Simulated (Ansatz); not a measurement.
Process, species as SMILES: ClB(Cl)Cl → B atom + 3 Cl atom
B3LYP-D3(BJ)/def2-TZVP geometries, fixed; electronic energies without zero-point terms.

Energies in hartree at MP2 with Ansatz (a quantum-chemistry and plane-wave program); the atomisation energy is their sum with the coefficients shown, times 627.509 kcal/mol a hartree. All functions are spherical. Cores are frozen. Open shells are unrestricted. No added dispersion term, no relativity.

```
species    coefficient          part  cc-pV(D+d)Z  cc-pV(T+d)Z  cc-pV(Q+d)Z
---------  -----------  ------------  -----------  -----------  -----------
ClB(Cl)Cl           -1  Hartree-Fock  -1403.33006  -1403.37812  -1403.38998
ClB(Cl)Cl           -1   correlation     -0.49455     -0.66032     -0.72424
B atom              +1  Hartree-Fock    -24.52996    -24.53207    -24.53297
B atom              +1   correlation     -0.03651     -0.04408     -0.04702
Cl atom             +3  Hartree-Fock   -459.47140   -459.48556   -459.48916
Cl atom             +3   correlation     -0.11260     -0.15854     -0.17550
```

Q: Predict the atomisation energy in cc-pV(5+d)Z (X = 5): let each Hartree-Fock step shrink by the ratio of the last two, and fit each correlation energy at X = 3 and 4 to E + A/X^3. Compare with the run.

A: 
- ClB(Cl)Cl: steps -0.04806 and -0.01186, ratio 0.247, so Hartree-Fock -1403.39291 (run: -1403.39204); A = (-0.66032 - (-0.72424))/(1/27 - 1/64) = 2.9852, correlation -0.72424 - A/64 + A/125 = -0.74700 (run: -0.75119).
- B atom: steps -0.00211 and -0.00090, ratio 0.427, so Hartree-Fock -24.53335 (run: -24.53312); A = (-0.04408 - (-0.04702))/(1/27 - 1/64) = 0.1373, correlation -0.04702 - A/64 + A/125 = -0.04807 (run: -0.04820).
- Cl atom: steps -0.01416 and -0.00360, ratio 0.254, so Hartree-Fock -459.49007 (run: -459.48973); A = (-0.15854 - (-0.17550))/(1/27 - 1/64) = 0.7921, correlation -0.17550 - A/64 + A/125 = -0.18154 (run: -0.18264).
Predicted 341.15 kcal/mol; the run in cc-pV(5+d)Z gives 341.87, a miss of -0.72. Keeping the value in cc-pV(Q+d)Z, 339.01, would miss by -2.86. All sums are of the energies as printed.
